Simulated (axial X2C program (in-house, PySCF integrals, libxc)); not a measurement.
## NaF: cheaper levels and CCSD(T), two-component

Calculated with an in-house all-electron X2C program for linear molecules (integrals from PySCF). Two-component (2c) means X2C with spin–orbit coupling and atomic mean-field two-electron Coulomb and Gaunt terms. Basis: Na dyall-cv3z [9s8p5d2f], F dyall-av3z [7s6p3d2f] (cores contracted in-house); Gaussian nuclei, density fitting, unrestricted open shells. Masses: Na 22.990 u, F 18.998 u.

State: Ω = 0 (closed shell); fragments Na + F.

```
 level  Re (Å)  ωe (cm⁻¹)  De (eV)
  PBE0   1.930      531.5     4.64
    HF   1.921      548.1     2.89
   MP2   1.959      512.1     5.18
  CCSD   1.947      524.1     4.74
r2SCAN   1.934      528.7     4.83
```

Correlated methods: 8 electrons correlated (number of frozen shells: Na 2 s, 1 p; F 1 s), 218 virtual spin orbitals or spinors in MP2, 82 natural virtuals in coupled cluster.

CCSD(T), same Hamiltonian and basis:

Re = 1.952 Å, ωe = 517.9 cm⁻¹, De = 4.87 eV; T1 = 0.013 (Lee–Taylor normalisation).

Give the differences from CCSD(T) in the columns below.



```json
{"level": "PBE0", "ΔRe (Å)": "-0.022", "Δωe (cm⁻¹)": "14", "ΔDe (eV)": "-0.23"}
{"level": "HF", "ΔRe (Å)": "-0.031", "Δωe (cm⁻¹)": "30", "ΔDe (eV)": "-1.98"}
{"level": "MP2", "ΔRe (Å)": "0.007", "Δωe (cm⁻¹)": "-6", "ΔDe (eV)": "0.31"}
{"level": "CCSD", "ΔRe (Å)": "-0.005", "Δωe (cm⁻¹)": "6", "ΔDe (eV)": "-0.13"}
{"level": "r2SCAN", "ΔRe (Å)": "-0.018", "Δωe (cm⁻¹)": "11", "ΔDe (eV)": "-0.04"}
```

Occupations by symmetry block were frozen at the best pattern of an incomplete PBE0 search. Closed shells are restricted here (equal orbitals for both partners); the stretched side of such a curve lies too high. Dissociation energies refer to the lowest single-determinant-based atoms at the same level and basis. CCSD and (T) use frozen natural virtuals with an MP2 correction for the truncation; (T) itself is uncorrected, so its De runs slightly low. The 2c atoms are single determinants rather than J levels; their spin–orbit lowering is only partly caught, and De is too large by that part. This holds for PBE0, r2SCAN. Without a current term, density functionals place determinants with orbital angular momentum somewhat too high.
